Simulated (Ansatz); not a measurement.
Molecule: triplet methylene, CH$_{2}$, charge 0, multiplicity 3. 
Coordinates optimised at B3LYP-D3(BJ)/def2-TZVP (Ansatz, a first-principles code):
```
C
H 1 1.0782
H 1 1.0782 2 135.03
```
Charge 0, spin multiplicity 3.

Parts of the frozen-core correlation energy in cc-pVDZ (Ansatz, hartree). Frozen orbitals: 1; correlated occupied orbitals by spin: 4 and 2; virtual: 19 and 21. UHF or UKS for open shells. Spin-orbit coupling is left out. Non-relativistic.

| term | value |
|---|---|
| reference (HF) | -38.92665 |
| MP2 opposite-spin | (withheld) |
| MP2 same-spin | (withheld) |
| CCSD correlation | -0.11297 |
| (T) | (withheld) |
| CCSDT minus CCSD(T) | -0.00037 |
| CCSDT(Q) minus CCSD(T) | -0.00045 |
| T1 diagnostic | 0.009 |
| largest doubles amplitude | 0.037 |
| <S^2> of the reference | 2.016 |

Problem. What belongs in the gaps?

Solution. 
- MP2 opposite-spin, value: -0.07160
- MP2 same-spin, value: -0.02121
- (T), value: -0.00172
